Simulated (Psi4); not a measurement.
# CH2BN (SMILES BC#N) at SCAN/6-311+G(d,p)

Wanted: energy and one-electron properties of CH2BN. 

The results are computed with Psi4 1.11.

6 further runs of the same task are left out: 6 set aside as unsound or not needed. Runs told in other sessions of the task aren't counted.

**1. The molecule**

CH2BN has 5 atoms, charge 0, and is taken as a singlet. As SMILES, `BC#N`. Geometry: relaxed at PBE0-D4/def2-TZVP.

Bond lengths: B1–C2 1.522 Å, C2–N3 1.154 Å, B1–H4 1.189 Å, B1–H5 1.189 Å. Angles: B1–C2–N3 180.0°, C2–B1–H4 118.9°, C2–B1–H5 118.9°, H4–B1–H5 122.2°.

**2. Energy and one-electron properties at SCAN/6-311+G(d,p)**

The input, job.in:

```
memory 1.6 GB

molecule {
  B     -0.219200     0.441300    -0.341900
  C      0.352700    -0.696700     0.490700
  N      0.786500    -1.559600     1.122200
  H     -0.744300     0.187400    -1.377600
  H     -0.125900     1.554000     0.065300
  symmetry c1
}

set basis 6-311+G**
set puream true
set scf_type pk
set dft_radial_points 99
set dft_spherical_points 590

E, wfn = energy('scan', return_wfn=True)
oeprop(wfn, 'DIPOLE', 'QUADRUPOLE', 'MULLIKEN_CHARGES', 'LOWDIN_CHARGES')
```

Command:

```console
$ psi4 -i job.in -o job.out -n 1
```

**Question.** What will come out? Wanted: total energy; dipole moment; HOMO energy; LUMO energy; HOMO–LUMO gap.

**Answer.** As computed:

At SCAN/6-311+G**:

```
     quantity          value
 total energy  -118.83767 Eh
dipole moment         2.75 D
  HOMO energy       -8.72 eV
  LUMO energy       -4.12 eV
HOMO–LUMO gap        4.60 eV
```

What this shows: Mulliken charges run from -0.25 on N3 to +0.12 on C2; in a basis this large or diffuse they mean little.
